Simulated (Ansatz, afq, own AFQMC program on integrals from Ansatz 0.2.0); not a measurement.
## BeBH$_{3}$, singlet → BeBH₃⁺, doublet, worked out

```yaml
atoms:
  - { symbol: B, position_ang: [0.0000, 0.0000, 0.8223] }
  - { symbol: Be, position_ang: [0.0000, 0.0000, -1.0509] }
  - { symbol: H, position_ang: [0.0000, 1.0032, 1.4842] }
  - { symbol: H, position_ang: [0.0000, -1.0032, 1.4842] }
  - { symbol: H, position_ang: [0.0000, 0.0000, -2.3921] }
```

Connectivity, by distances: BH2–BeH.

Both states at this geometry.

Basis cc-pVDZ. Noble-gas cores (and the filled d shells of Ga–Kr and In–Xe) are frozen. AFQMC by an in-house program on the Cholesky factors that Ansatz 0.2.0 writes for its CCSD(T) run. ph-AFQMC/CISD is guided by a CISD state made of CCSD amplitudes; releasing the constraint for a short imaginary time cuts its bias at the price of noise, slowly where states lie close. ± is one standard error of the sampling.

Total energies in eV. CBS is CCSD(T) at the limit of def2-TZVPP/QZVPP (extrapolated itself); the highest rung of each member is named.

Cautions: BeBH₃⁺ (doublet): the ph-AFQMC/CISD walk drifts between its halves (2.3 errors).

| member | count | CCSD(T)/cc-pVDZ | highest rung in cc-pVDZ | which | CCSD(T)/CBS |
| --- | --- | --- | --- | --- | --- |
| BeBH₃⁺, doublet | +1 | -1109.7143 | -1109.7345 | CCSDT(Q) | -1110.8821 |
| BeBH₃, singlet | -1 | -1119.9848 | -1120.0053 | CCSDT(Q) | -1121.3853 |

Q: Work out the best estimate of the vertical ionization energy: the CCSD(T)/CBS difference plus the step from CCSD(T) to the highest rung.

A: Sums with the counts: CCSD(T)/CBS 10.5032 eV, highest rung 10.2708 eV, CCSD(T)/cc-pVDZ 10.2705 eV. The step is 10.2708 − 10.2705 = 0.0003 eV, so the best estimate is 10.5032 + (0.0003) = 10.5035 eV = 1013.4 kJ/mol. The basis set is worth 0.233 eV of it. Zero-point, core-correlation and spin–orbit terms aren't in it.

Best estimates are given only where the step beyond CCSD(T) is under 0.3 eV and no member's determinant is very poor (T1 over 0.05, or 0.07 for open shells, ⟨S²⟩ too high by 0.3, two states mixed), so the hardest cases are missing from such tables.

CCSDT and higher add their correlation energy to the determinant of the CCSD(T) run, since their own runs factorise the integrals more tightly (a shift of under 2 meV). Each member of a difference takes its own highest rung, so a best estimate needn't equal the limit plus the step of one row.
